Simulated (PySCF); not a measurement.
Write Cartesian coordinates for divinyl sulfide, `C=CSC=C` as optimised with PBE0-D3(BJ)/def2-TZVP.

```
atom  x, y, z in Å
C1    -2.5807    0.2347    0.5108
C2    -1.3054   -0.1330    0.4866
S3    -0.0020    0.9225    0.0140
C4     1.3345   -0.1916   -0.0816
C5     2.5652    0.1520   -0.4424
H6    -2.9075    1.2217    0.2047
H7    -3.3387   -0.4590    0.8509
H8    -1.0018   -1.1283    0.7971
H9     1.0955   -1.2165    0.1849
H10    2.8294    1.1667   -0.7166
H11    3.3497   -0.5929   -0.4705
```

Any rigid rotation of these coordinates is as good. Atoms count from 1 in this order. Of the pairs four or more bonds apart, H8···H9 is among the closest relative to their van der Waals radii: 2.19 Å, 91 % of the sum of Bondi's values.

Bonds between heavy atoms (Å): C1=C2 1.328, C2–S3 1.742, S3–C4 1.743, C4=C5 1.328.

Method used: PBE0-D3(BJ)/def2-TZVP geometry optimisation, gas phase (PySCF 2.14.0).

No frequency check. The numbers are those of one conformer (C1–C2–S3–C4 -170°, C2–S3–C4–C5 178°).
